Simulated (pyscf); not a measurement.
`[O]=[PH]` + `[OH2]` → `[O]=[P][OH]` + `[H][H]` (four-centre exchange; singlet surface; H–P, H–O broken, O–P, H–H formed). Optimised with ωB97X-D3(BJ)/def2-SVP in PySCF. Energies in kcal/mol from the separated reactants.

```json
[
 {"level": "ωB97X-D3(BJ)/def2-TZVP", "barrier": "20.2", "reaction energy": "-31.2"},
 {"level": "r²SCAN/def2-TZVP", "barrier": "13.0", "reaction energy": "-33.0"},
 {"level": "PBE0-D3(BJ)/def2-TZVP", "barrier": "[?]", "reaction energy": "[?]"},
 {"level": "M06-2X/def2-TZVP", "barrier": "20.0", "reaction energy": "-32.3"},
 {"level": "ωB97M-D3(BJ)/def2-TZVP", "barrier": "20.1", "reaction energy": "-31.2"},
 {"level": "HF/def2-TZVP", "barrier": "[?]", "reaction energy": "-27.0"}
]
```

Question: What belongs in the gaps?

Answer: 
- PBE0-D3(BJ)/def2-TZVP, barrier: 15.7
- PBE0-D3(BJ)/def2-TZVP, reaction energy: -30.1
- HF/def2-TZVP, barrier: 40.4

The functionals in the table span 7.2 kcal/mol in this barrier, from r²SCAN to ωB97X-D3(BJ)/def2-TZVP. On the reactant side the descent ends in a complex (not fully relaxed), 7.7 kcal/mol under the separated species and 27.9 kcal/mol under the saddle at ωB97X-D3(BJ)/def2-TZVP. At the saddle there is also a short H–P contact that neither side keeps. The same reactants have a lower exit, to HO–PH–OH (barrier +2.8 kcal/mol at ωB97M-D3(BJ)/def2-TZVP, against +20.1 kcal/mol here). This is the saddle that the search found; another between the same sides may lie lower.
